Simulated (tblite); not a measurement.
A geometry optimisation, step by step.

C₃H₃ClFS (doublet state).
Atom-mapped SMILES: `[CH2:1][S:2]/[C:3]([Cl:4])=[CH:5]\[F:6]` (hydrogens: H7, H8 on C1; H9 on C5)
Bond orders are those of one Lewis drawing.

Computed with GFN2-xTB (tblite), gas phase: L-BFGS steps from a force-field or distance-geometry start until the largest atomic force falls under 0.01 eV/Å. 12 of its 78 geometries are shown.

Step 0: E = -554.0420 eV, largest atomic force 0.855 eV/Å
```
atom  x, y, z in Å  |  force x, y, z in eV/Å
C1     -1.847    0.167   -0.287   -0.566   0.133  -0.076
S2     -0.443    0.699   -1.125   -0.834   0.101   0.158
C3      0.729   -0.290   -0.280    0.552   0.093   0.322
Cl4     0.845   -1.949   -0.733   -0.014  -0.112   0.069
C5      1.540    0.203    0.655    0.193   0.183   0.080
F6      1.519    1.493    1.037   -0.152  -0.392  -0.208
H7     -1.821   -0.552    0.516    0.256   0.219  -0.283
H8     -2.809    0.587   -0.570    0.625  -0.156  -0.017
H9      2.300   -0.351    1.189   -0.060  -0.070  -0.045
```

Step 7: E = -554.0866 eV, largest atomic force 0.090 eV/Å
```
atom  x, y, z in Å  |  force x, y, z in eV/Å
C1     -1.875    0.162   -0.288    0.035  -0.016  -0.045
S2     -0.478    0.711   -1.098   -0.030   0.055   0.064
C3      0.747   -0.282   -0.279    0.001  -0.018   0.033
Cl4     0.842   -1.950   -0.715   -0.029  -0.021   0.018
C5      1.562    0.203    0.651   -0.009  -0.004  -0.018
F6      1.504    1.482    1.028    0.029   0.005   0.021
H7     -1.792   -0.547    0.508   -0.043   0.054  -0.032
H8     -2.805    0.592   -0.594    0.027  -0.071   0.001
H9      2.308   -0.364    1.189    0.020   0.017  -0.042
```

Step 14: E = -554.1052 eV, largest atomic force 0.233 eV/Å
```
atom  x, y, z in Å  |  force x, y, z in eV/Å
C1     -1.885    0.106   -0.361   -0.124  -0.110   0.019
S2     -0.477    0.814   -0.974    0.092  -0.052  -0.108
C3      0.733   -0.274   -0.255    0.099   0.048   0.118
Cl4     0.768   -1.957   -0.661   -0.112   0.197  -0.054
C5      1.595    0.199    0.641    0.095   0.034   0.092
F6      1.538    1.476    1.043    0.118  -0.152  -0.047
H7     -1.816   -0.502    0.512   -0.031  -0.096   0.141
H8     -2.823    0.512   -0.667   -0.052   0.050  -0.119
H9      2.382   -0.368    1.125   -0.085   0.082  -0.043
```

Step 21: E = -554.1363 eV, largest atomic force 0.193 eV/Å
```
atom  x, y, z in Å  |  force x, y, z in eV/Å
C1     -1.906    0.029   -0.409    0.105   0.071   0.145
S2     -0.496    0.851   -0.896   -0.117  -0.075   0.022
C3      0.725   -0.240   -0.203    0.033   0.090   0.030
Cl4     0.660   -1.903   -0.652    0.028   0.013   0.014
C5      1.646    0.205    0.646    0.020  -0.019   0.033
F6      1.638    1.476    1.062    0.070   0.024  -0.041
H7     -1.874   -0.483    0.536   -0.086  -0.013  -0.138
H8     -2.826    0.441   -0.768   -0.022  -0.039  -0.044
H9      2.447   -0.370    1.087   -0.031  -0.053  -0.021
```

Step 28: E = -554.1649 eV, largest atomic force 0.092 eV/Å
```
atom  x, y, z in Å  |  force x, y, z in eV/Å
C1     -1.946    0.032   -0.406    0.000   0.033  -0.029
S2     -0.549    0.927   -0.752   -0.015  -0.031   0.032
C3      0.716   -0.168   -0.139   -0.063  -0.011   0.042
Cl4     0.584   -1.831   -0.581   -0.004  -0.003   0.027
C5      1.722    0.222    0.641   -0.088  -0.015  -0.021
F6      1.841    1.486    1.056    0.027   0.019  -0.016
H7     -2.013   -0.521    0.507    0.049  -0.076  -0.008
H8     -2.837    0.288   -0.942    0.050   0.060  -0.009
H9      2.497   -0.428    1.018    0.045   0.024  -0.017
```

Step 35: E = -554.1731 eV, largest atomic force 0.133 eV/Å
```
atom  x, y, z in Å  |  force x, y, z in eV/Å
C1     -1.962    0.041   -0.410    0.022  -0.010  -0.034
S2     -0.566    0.954   -0.682    0.055  -0.047   0.043
C3      0.686   -0.159   -0.089    0.031   0.001  -0.030
Cl4     0.548   -1.825   -0.528   -0.057   0.055   0.059
C5      1.727    0.224    0.650    0.064   0.015  -0.116
F6      1.900    1.493    1.029   -0.049   0.040   0.025
H7     -2.022   -0.584    0.457   -0.045  -0.044  -0.062
H8     -2.824    0.286   -0.993   -0.039   0.027   0.057
H9      2.527   -0.424    0.968    0.018  -0.036   0.057
```

Step 42: E = -554.1899 eV, largest atomic force 0.505 eV/Å
```
atom  x, y, z in Å  |  force x, y, z in eV/Å
C1     -1.995    0.045   -0.443    0.077   0.158  -0.122
S2     -0.607    1.026   -0.377   -0.418  -0.283  -0.005
C3      0.639   -0.138    0.066    0.408   0.060   0.070
Cl4     0.361   -1.808   -0.259    0.124   0.043   0.029
C5      1.810    0.246    0.598   -0.202  -0.077   0.008
F6      2.017    1.533    0.927    0.064  -0.197  -0.096
H7     -2.055   -0.850    0.143   -0.008   0.093  -0.060
H8     -2.803    0.358   -1.076    0.107   0.050   0.165
H9      2.646   -0.407    0.822   -0.152   0.154   0.012
```

Step 49: E = -554.2146 eV, largest atomic force 0.159 eV/Å
```
atom  x, y, z in Å  |  force x, y, z in eV/Å
C1     -1.997    0.033   -0.462    0.028  -0.126   0.005
S2     -0.610    0.987   -0.404    0.058   0.003   0.008
C3      0.669   -0.155    0.022   -0.065   0.009   0.145
Cl4     0.405   -1.835   -0.243    0.073   0.006  -0.021
C5      1.801    0.248    0.609    0.036  -0.015  -0.041
F6      2.012    1.539    0.895   -0.011   0.072  -0.027
H7     -2.069   -0.893    0.071    0.020   0.097  -0.046
H8     -2.833    0.459   -0.968   -0.140   0.038  -0.020
H9      2.634   -0.378    0.882    0.000  -0.085  -0.002
```

Step 56: E = -554.2262 eV, largest atomic force 0.111 eV/Å
```
atom  x, y, z in Å  |  force x, y, z in eV/Å
C1     -1.999    0.018   -0.528   -0.057  -0.032   0.004
S2     -0.626    0.981   -0.320    0.004  -0.077   0.045
C3      0.654   -0.163    0.094    0.020   0.034  -0.003
Cl4     0.408   -1.845   -0.157   -0.001  -0.010   0.013
C5      1.819    0.254    0.604   -0.052   0.002  -0.055
F6      2.038    1.556    0.831    0.031   0.033   0.018
H7     -2.079   -0.951   -0.076    0.047   0.094  -0.036
H8     -2.863    0.526   -0.903    0.030  -0.023   0.007
H9      2.661   -0.370    0.857   -0.021  -0.021   0.007
```

Step 63: E = -554.2301 eV, largest atomic force 0.027 eV/Å
```
atom  x, y, z in Å  |  force x, y, z in eV/Å
C1     -2.000    0.018   -0.565   -0.002  -0.004   0.013
S2     -0.664    0.979   -0.186   -0.002  -0.001   0.003
C3      0.638   -0.159    0.151    0.003   0.021   0.008
Cl4     0.383   -1.848   -0.040    0.002   0.002  -0.009
C5      1.833    0.264    0.583   -0.023  -0.014  -0.005
F6      2.079    1.567    0.777    0.004  -0.013  -0.018
H7     -2.065   -0.994   -0.225    0.008   0.012  -0.012
H8     -2.867    0.551   -0.895    0.001  -0.008   0.002
H9      2.677   -0.370    0.801    0.009   0.005   0.019
```

Step 70: E = -554.2306 eV, largest atomic force 0.028 eV/Å
```
atom  x, y, z in Å  |  force x, y, z in eV/Å
C1     -2.001    0.022   -0.565   -0.022   0.014  -0.011
S2     -0.676    0.980   -0.144    0.009  -0.007  -0.001
C3      0.631   -0.158    0.171   -0.009  -0.004  -0.013
Cl4     0.374   -1.847   -0.011   -0.006  -0.003   0.002
C5      1.835    0.263    0.577    0.011   0.011   0.015
F6      2.091    1.568    0.746    0.003   0.000   0.000
H7     -2.051   -1.008   -0.282    0.004   0.005  -0.004
H8     -2.869    0.556   -0.888    0.011  -0.016   0.014
H9      2.680   -0.370    0.797    0.000   0.001  -0.001
```

Step 77: E = -554.2308 eV, largest atomic force 0.009 eV/Å
```
atom  x, y, z in Å  |  force x, y, z in eV/Å
C1     -1.999    0.024   -0.572   -0.005  -0.005   0.004
S2     -0.678    0.978   -0.132    0.005   0.005  -0.005
C3      0.630   -0.161    0.176   -0.004   0.001  -0.001
Cl4     0.371   -1.851    0.004   -0.001   0.000   0.003
C5      1.836    0.264    0.577    0.000  -0.001  -0.001
F6      2.090    1.570    0.733    0.004   0.001   0.005
H7     -2.044   -1.012   -0.312    0.005  -0.001  -0.003
H8     -2.874    0.562   -0.870   -0.007   0.001  -0.001
H9      2.682   -0.367    0.797    0.003  -0.002  -0.001
```

Task: Summarise the path.

Result: The energy falls by 0.1888 eV from step 0 to step 77; nine tenths of that is first reached at step 48. It rises by more than 0.2 meV at step 42. The largest force goes from 0.855 to 0.009 eV/Å. Among the bonds C1–S2 changes most, from 1.720 to 1.688 Å; the atoms move by 0.674 Å rms after alignment.

Task: Follow the three bonds and two angles with the largest change from start to end.

Result: 
```tsv
step	E above end (eV)	largest force (eV/Å)	C1–S2 (Å)	C1–H8 (Å)	S2–C3 (Å)	C1–S2–C3 (°)	H7–C1–H8 (°)
0	0.1888	0.855	1.720	1.087	1.751	97.8	118.3
3	0.1508	0.215	1.701	1.063	1.781	99.0	120.8
7	0.1442	0.090	1.706	1.069	1.777	99.5	123.2
10	0.1389	0.198	1.708	1.070	1.778	99.5	123.0
13	0.1303	0.194	1.695	1.067	1.779	99.4	121.4
17	0.1062	0.209	1.701	1.071	1.779	99.4	119.2
20	0.0983	0.167	1.704	1.071	1.779	99.3	120.0
23	0.0893	0.124	1.696	1.071	1.777	99.5	120.6
27	0.0679	0.210	1.689	1.072	1.781	101.0	119.6
30	0.0647	0.082	1.694	1.069	1.779	101.0	120.4
33	0.0608	0.121	1.693	1.072	1.775	100.8	121.9
37	0.0505	0.194	1.688	1.064	1.779	101.6	121.8
40	0.0371	0.344	1.681	1.067	1.764	102.6	122.3
44	0.0301	0.120	1.685	1.068	1.763	102.4	122.3
47	0.0201	0.173	1.686	1.068	1.766	103.1	121.8
50	0.0118	0.123	1.688	1.068	1.765	104.5	122.2
54	0.0066	0.099	1.692	1.072	1.765	104.3	121.4
57	0.0034	0.075	1.689	1.069	1.765	104.6	121.0
60	0.0018	0.064	1.690	1.069	1.762	105.1	121.2
64	0.0006	0.023	1.689	1.069	1.762	105.1	121.4
67	0.0004	0.032	1.688	1.070	1.762	105.1	121.4
70	0.0001	0.028	1.688	1.070	1.762	105.1	121.5
74	0.0000	0.010	1.689	1.069	1.761	105.2	121.5
77	0.0000	0.009	1.688	1.069	1.761	105.2	121.5
```

What follows is the cost of the whole relaxation. On one thread of an Arm Neoverse V1, no GPU, shared host, this took 0.43 s wall.
